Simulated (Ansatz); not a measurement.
A calculation with Ansatz (development build ahead of 0.2.0).

```yaml
crystal:
  periodic: [false, false, false]
  atoms:
    - { symbol: B, position_ang: [-0.03269, -0.01053, 0.03634] }
    - { symbol: H, position_ang: [1.21724, 0.01946, -0.0448] }
    - { symbol: H, position_ang: [-0.57112, 1.02701, -0.03387] }
    - { symbol: H, position_ang: [-0.60638, -1.00332, -0.02761] }
basis:
  gaussian: { orbitals: cc-pVTZ }
hamiltonian:
  xc: hf
```

The input is written out in the form of the current development build from the run's settings.

Output:

```
Converged                       : yes
Total energy                    : -26.39610 hartree
Spin squared of the determinant : 0.000
```
